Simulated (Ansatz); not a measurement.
# C₄H₄F₂: a ladder of functionals and wavefunction methods

Aim: compute C₄H₄F₂ with functionals from several rungs and with coupled cluster, and see how far each lands from CCSD(T) at the basis-set limit for the atomisation energy.

Program: Ansatz 0.2.0, Gaussian basis. Level of theory: functionals in def2-TZVPP, the program's frozen cores in correlated methods. These are calculated values, not measurements.

Plan: LDA (SPW92), PBE-D4, revPBE-D4, BLYP-D4, r2SCAN-D4, B97M-V, PBE0-D4, B3LYP-D4, r2SCANh-D4, r2SCAN0-D4, HSE06-D4, BHLYP-D4, CAM-B3LYP-D4, LC-ωPBE, ωB97X-V, ωB97M-V, B2PLYP, PBE-QIDH; CCSD(T)/def2-SVP; CCSD(T)/def2-TZVPP; MP2/def2-QZVPP; extrapolation to the limit; RPA on PBE.

## Step 1: The geometry

All runs share one geometry, relaxed beforehand with PBE0-D4 in a triple-zeta def2 set.

SMILES `CC#CC(F)F`, 10 atoms, charge 0, spin multiplicity 1.

Atoms are counted from 1 here; the program's logs count them from 0.

Bond lengths: C1–C2 1.447 Å, C1–H7 1.092 Å, C1–H8 1.092 Å, C1–H9 1.092 Å, C2–C3 1.200 Å, C3–C4 1.453 Å, C4–F5 1.358 Å, C4–F6 1.358 Å, C4–H10 1.095 Å. Angles: C2–C1–H7 110.9°, C2–C1–H8 110.6°, C2–C1–H9 110.6°, H7–C1–H8 108.3°, H7–C1–H9 108.2°, H8–C1–H9 108.1°, C1–C2–C3 179.2°, C2–C3–C4 177.8°, C3–C4–F5 110.9°, C3–C4–F6 110.8°, C3–C4–H10 112.3°, F5–C4–F6 107.2°, F5–C4–H10 107.7°, F6–C4–H10 107.7°.

Coordinates:

```xyz
10
C4H4F2
C    -0.4810   -1.6129    1.2132
C    -0.1275   -0.4952    0.3650
C     0.1503    0.4378   -0.3373
C     0.5403    1.5491   -1.1891
F    -0.1809    1.5523   -2.3401
F     0.3121    2.7361   -0.5693
H     0.3338   -2.3389    1.2616
H    -1.3693   -2.1205    0.8305
H    -0.6953   -1.2716    2.2285
H     1.6005    1.5127   -1.4599
```

## Step 2: LDA

This LDA is Slater exchange with PW92 correlation.

Input file in.yaml:

```yaml
crystal:
  periodic: [false, false, false]
  atoms:
    - {symbol: C, position_ang: [-0.480968, -1.612922, 1.213195]}
    - {symbol: C, position_ang: [-0.127464, -0.495183, 0.364999]}
    - {symbol: C, position_ang: [0.150277, 0.437802, -0.337304]}
    - {symbol: C, position_ang: [0.540266, 1.549058, -1.189064]}
    - {symbol: F, position_ang: [-0.180857, 1.552292, -2.340141]}
    - {symbol: F, position_ang: [0.312119, 2.736064, -0.569346]}
    - {symbol: H, position_ang: [0.333773, -2.338879, 1.261649]}
    - {symbol: H, position_ang: [-1.369298, -2.120541, 0.830473]}
    - {symbol: H, position_ang: [-0.695305, -1.271580, 2.228548]}
    - {symbol: H, position_ang: [1.600455, 1.512689, -1.459907]}
basis:
  gaussian: {orbitals: def2-TZVPP}
hamiltonian: {xc: lda}
output: {orbitals: {seedname: orbitals}}
```

Run with:

```sh
$ ansatz run in.yaml --threads 4 --pin off --events-out ev --progress --plain --max-ram 10444MiB
```

The runs that follow: PBE-D4 (GGA); revPBE-D4 (GGA); BLYP-D4 (GGA); r2SCAN-D4 (meta-GGA); B97M-V (meta-GGA); B3LYP-D4 (hybrid); r2SCANh-D4 (hybrid); r2SCAN0-D4 (hybrid); HSE06-D4 (hybrid); BHLYP-D4 (hybrid); CAM-B3LYP-D4 (range-separated); LC-ωPBE (range-separated); ωB97X-V (range-separated); ωB97M-V (range-separated); B2PLYP (double hybrid); PBE-QIDH (double hybrid); CCSD(T) in def2-SVP; CCSD(T) in def2-TZVPP; MP2 in def2-QZVPP; RPA on PBE orbitals.

Q: Predict the results of all the runs planned. Wanted: atomisation energy, CCSD(T)/CBS; farthest beyond LDA; mean size of error, GGA; mean size of error, meta-GGA; mean size of error, hybrid; mean size of error, range-separated; mean size of error, double hybrid; gap, smallest and largest; T1 diagnostic.

The runs gave:

```
                               quantity                                                             value
        atomisation energy, CCSD(T)/CBS                                                     4262.2 kJ/mol
 functionals within 21.3 kJ/mol (0.5 %)  B97M-V, B3LYP-D4, r2SCANh-D4, ωB97X-V, ωB97M-V, B2PLYP, PBE-QIDH
                    farthest beyond LDA                                            PBE-D4 (+177.3 kJ/mol)
                mean size of error, GGA                                                       82.4 kJ/mol
           mean size of error, meta-GGA                                                       22.5 kJ/mol
             mean size of error, hybrid                                                       59.7 kJ/mol
    mean size of error, range-separated                                                       22.5 kJ/mol
      mean size of error, double hybrid                                                       12.5 kJ/mol
              gap, smallest and largest                         6.13 eV (LDA (SPW92)), 13.66 eV (LC-ωPBE)
                          T1 diagnostic                                                            0.0119
triples share of the correlation energy                                                             3.8 %
```

**Reading.** LDA overbinds by 751.8 kJ/mol (18 %). PBE-D4 misses by +177.3 kJ/mol. Double hybrids carry the basis error of their MP2 part in triple zeta, and no dispersion term here, so their miss is partly the set-up's. By mean error the best rung here is double hybrid (12.5 kJ/mol) and the worst beyond LDA is GGA (82.4 kJ/mol). The gap between the best rungs is small, so their order is not settled. The reference freezes the cores and leaves out relativity and excitations past (T), so misses under about 21.3 kJ/mol can't be ranked. Hartree-Fock recovers 72 % of the binding; the rest is correlation. CCSD(T) in def2-SVP is off by -171.0 kJ/mol, worse than the median functional, from the basis alone. The gap grows from 6.1 to 13.7 eV across the functionals, mostly with the share of exact exchange.
